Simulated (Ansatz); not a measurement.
Basis-set extrapolation for N₂O, SMILES `N#[N+][O-]` (PBE0-D4/def2-TZVP geometry, frozen core, Ansatz 0.2.0). Multiplicity 1, RHF reference.

```json
{"": "HF", "cc-pV(T+d)Z": "-183.751963", "cc-pV(Q+d)Z": "-183.765453"}
{"": "MP2 correlation", "cc-pV(T+d)Z": "-0.639171", "cc-pV(Q+d)Z": "-0.683292"}
{"": "CCSD(T) correlation", "cc-pV(T+d)Z": "-0.654375", "cc-pV(Q+d)Z": "-0.695651"}
```

Energies in hartree. Use E(X) = E(∞) + A·exp(−5.46·√X) for Hartree–Fock and E(X) = E(∞) + B·X^(−3.05) for correlation, with X = 3 and 4.

**Question.** What is the CCSD(T) energy at the basis-set limit?

**Answer.** HF limit: -183.765453 + (-0.013490) × 0.30130 = -183.76952. Correlation limit: -0.695651 + (-0.041276) × 0.71189 = -0.72503. Total: -184.49455 hartree, 2.40 eV below CCSD(T)/cc-pV(T+d)Z.
